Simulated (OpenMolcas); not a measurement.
# BPH4 (SMILES BP) at 6 levels

We compute a comparison of 6 runs (HF/STO-3G, B3LYP/STO-3G, SVWN5/STO-3G, r2SCAN/STO-3G, MP2/STO-3G, ACPF/STO-3G) of BPH4. 

The results are computed with OpenMolcas 26.06.

3 further runs of the same task are left out: 3 set aside as unsound or not needed.

**1. The molecule**

BPH4 has 6 atoms, charge 0, and is taken as a singlet. As SMILES, `BP`. The B1–H3 distance was set to 2.046 Å, away from the relaxed value. At this shape a bond of the SMILES string is far longer than usual.

Bond lengths: B1–P2 1.841 Å, B1–H4 1.169 Å, P2–H5 1.378 Å, P2–H6 1.378 Å. Angles: B1–P2–H5 103.7°, B1–P2–H6 103.7°, P2–B1–H4 119.5°, H5–P2–H6 96.8°.

**2. The energy at HF/STO-3G (run 1)**

test.input reads:

```
* BH4P Hartree-Fock
&GATEWAY
BasLib=$CurrDir
BasisSet
B.STO-3G....
B1 0.587757 -0.505533 -0.424164 angstrom
End of Basis
BasisSet
P.STO-3G....
P2 0.963837 1.291197 -0.283414 angstrom
End of Basis
BasisSet
H.STO-3G....
H3 -0.777460 -1.351190 0.842930 angstrom
H4 1.244327 -1.178443 -1.118974 angstrom
H5 1.184207 1.681477 -1.586764 angstrom
H6 -0.277173 1.874627 -0.144834 angstrom
End of Basis
&SEWARD
&SCF
Thresholds=1e-10 1e-07 1e-07 1e-05
PrOrbitals=1 1
```

The basis set STO-3G is read from a file made from the Basis Set Exchange's data (not shown).

Launch:

```console
export MOLCAS_MEM=1860
pymolcas test.input > test.log
```

Log:

```text
--- Start Module: gateway ---
[...]
--- Stop Module: gateway /rc=_RC_ALL_IS_WELL_ ---
--- Start Module: seward ---
[...]
      Basis functions           18
--- Stop Module: seward /rc=_RC_ALL_IS_WELL_ ---
--- Start Module: scf ---
[...]
       Convergence after  12 Iterations
[...]
::    Total SCF energy                               -363.3931784858
[...]
      Total spin, S                                     0.0000000000
[...]
      Total electronic charge=   24.000000
      Total            charge=   -0.000000
[...]
      Dipole Moment (debye):
      Origin of the operator (angstrom)=    0.8195    0.7707   -0.3362
                   X=  1.8073E-01               Y=  8.0614E-01               Z= -1.0507E+00           Total=  1.3366E+00
      Quadrupole Moment (debye*angstrom):
[...]
--- Stop Module: scf /rc=_RC_ALL_IS_WELL_ ---
[...]
```

Run time: 1.6 s. Hardware: 1 thread of Arm Neoverse V1, shared host; peak memory 0.37 GiB.

**3. The energy at B3LYP/STO-3G (run 2)**

test.inp reads:

```
>>> EXPORT MOLCAS_PRINT=2

&GATEWAY
  BASLIB
  $CurrDir
  BASISSET
  B.STO-3G....
  B1 0.587757 -0.505533 -0.424164 angstrom
  End of Basis
  BASISSET
  P.STO-3G....
  P2 0.963837 1.291197 -0.283414 angstrom
  End of Basis
  BASISSET
  H.STO-3G....
  H3 -0.777460 -1.351190 0.842930 angstrom
  H4 1.244327 -1.178443 -1.118974 angstrom
  H5 1.184207 1.681477 -1.586764 angstrom
  H6 -0.277173 1.874627 -0.144834 angstrom
  End of Basis

&SEWARD
  GRIDINPUT
  Grid=UltraFine
  End of Grid

&SCF
  KSDFT
  B3LYP
  THRESHOLDS
  1e-10 1e-07 1e-07 1e-05
  PRORBITALS
  1 1
```

The basis set STO-3G is read from a file made from the Basis Set Exchange's data (not shown).

Launch:

```console
export MOLCAS_MEM=1860
pymolcas test.inp > test.log
```

Log:

```text
--- Start Module: gateway ---
[...]
--- Stop Module: gateway /rc=_RC_ALL_IS_WELL_ ---
--- Start Module: seward ---
[...]
      Basis functions           18
--- Stop Module: seward /rc=_RC_ALL_IS_WELL_ ---
--- Start Module: scf ---
[...]
       Convergence after  14 Iterations
[...]
::    Total KS-DFT energy                            -364.2574975176
[...]
      Total spin, S                                     0.0000000000
[...]
      Total electronic charge=   24.000000
      Total            charge=   -0.000000
[...]
      Dipole Moment (debye):
      Origin of the operator (angstrom)=    0.8195    0.7707   -0.3362
                   X=  2.8508E-01               Y=  1.4217E+00               Z= -8.8965E-01           Total=  1.7011E+00
      Quadrupole Moment (debye*angstrom):
[...]
--- Stop Module: scf /rc=_RC_ALL_IS_WELL_ ---
[...]
```

Wall time 6 s (1 thread of Arm Neoverse V1, shared host); peak memory 0.37 GiB.

Runs 3 to 5 aren't shown in full; the table further down has their settings and results.

**4. The energy at ACPF/STO-3G (run 6)**

test.inp reads:

```
* BH4P ACPF
>>> EXPORT MOLCAS_PRINT=2
&GATEWAY
BASLIB=$CurrDir
BASISSET
B.STO-3G....
B1 0.587757 -0.505533 -0.424164 angstrom
End of Basis
BASISSET
P.STO-3G....
P2 0.963837 1.291197 -0.283414 angstrom
End of Basis
BASISSET
H.STO-3G....
H3 -0.777460 -1.351190 0.842930 angstrom
H4 1.244327 -1.178443 -1.118974 angstrom
H5 1.184207 1.681477 -1.586764 angstrom
H6 -0.277173 1.874627 -0.144834 angstrom
End of Basis
&SEWARD
&SCF
THRESHOLDS=1e-10 1e-07 1e-07 1e-05
PRORBITALS=1 1
&MOTRA
FROZEN=6
&GUGA
ELECTRONS=12
SPIN=1
INACTIVE=6
ACTIVE=0
CIALL=1
&CPF
ACPF
```

The basis set STO-3G is read from a file made from the Basis Set Exchange's data (not shown).

Launch:

```console
export MOLCAS_MEM=1860
pymolcas test.inp > test.log
```

Log:

```text
--- Start Module: gateway ---
[...]
--- Stop Module: gateway /rc=_RC_ALL_IS_WELL_ ---
[...]
      Basis functions           18
[...]
       Convergence after  12 Iterations
[...]
::    Total SCF energy                               -363.3931784858
[...]
      Total spin, S                                     0.0000000000
[...]
      *** WARNING: Default frozen orbitals is overwritten by user input.
      *** Default values:   6
[...]
--- Start Module: guga ---
[...]
--- Stop Module: guga /rc=_RC_ALL_IS_WELL_ ---
--- Start Module: cpf ---
[...]
      Active orbitals                            0       0
[...]
      Spin quantum number                      0.0
[...]
     FINAL ACPF ENERGY        -363.55687157
     FINAL CORRELATION ENERGY   -0.16369309  REFERENCE ENERGY    -363.39317849
[...]
      Title:  ACPF natural orbitals
[...]
      Total electronic charge=   24.000000
      Total            charge=   -0.000000
[...]
      Dipole Moment (debye):
      Origin of the operator (angstrom)=    0.8195    0.7707   -0.3362
                   X= -8.5560E-02               Y=  1.1654E+00               Z= -4.9883E-01           Total=  1.2706E+00
      Quadrupole Moment (debye*angstrom):
[...]
--- Stop Module: cpf /rc=_RC_ALL_IS_WELL_ ---
[...]
```

Run time: 1.7 s. Hardware: 1 thread of Arm Neoverse V1, shared host; peak memory 0.37 GiB.

**5. Overview of the runs**

| run | level | integration grid | frozen core orbitals | energy (Eh) | dipole moment (D) of the reference | HOMO energy (eV) | LUMO energy (eV) | wall time |
| --- | --- | --- | --- | --- | --- | --- | --- | --- |
| 1 | HF/STO-3G | – | – | -363.393178 | 1.34 | -7.19 | 6.36 | 1.6 s |
| 2 | B3LYP/STO-3G | UltraFine | – | -364.257498 | 1.70 | -4.55 | 1.33 | 6 s |
| 3 | SVWN5/STO-3G | UltraFine | – | -362.623729 | 1.89 | -3.38 | 0.52 | 5.1 s |
| 4 | r2SCAN/STO-3G | UltraFine | – | -364.205407 | 1.80 | -3.83 | 0.82 | 6.6 s |
| 5 | MP2/STO-3G | – | 6 | -363.496592 | 1.34 | -7.19 | 6.36 | 1.6 s |
| 6 | ACPF/STO-3G | – | 6 | -363.556872 | 1.34 | -7.19 | 6.36 | 1.7 s |

**6. What came out**

| quantity | value |
| --- | --- |
| run 6: total energy | -363.55687 Eh |
| run 6: dipole moment (mean-field density) | 1.34 D |
| run 6: HOMO energy (Hartree–Fock orbitals) | -7.19 eV |
| run 6: LUMO energy (Hartree–Fock orbitals) | 6.36 eV |
| run 6: HOMO–LUMO gap (Hartree–Fock orbitals) | 13.55 eV |
| run 6: correlation energy (6 core orbitals frozen) | -163.7 mEh |

In words: Below the HF energy at the same shape and in the same basis (STO-3G): MP2 -103.4 mEh; ACPF -163.7 mEh. Over runs 1, 2, 3, 4 the dipole moment (its size) runs from 1.34 D (HF/STO-3G) to 1.89 D (SVWN5/STO-3G). Over runs 1, 2, 3, 4 the HOMO–LUMO gap runs from 3.90 eV (SVWN5/STO-3G) to 13.55 eV (HF/STO-3G). Exact exchange widens orbital gaps. Totals of different functionals can't be ranked against each other. In runs 1, 2, 3, 4, 5, 6 the basis is minimal, so the values are rough. All runs together took 23 s, the longest 6.6 s.
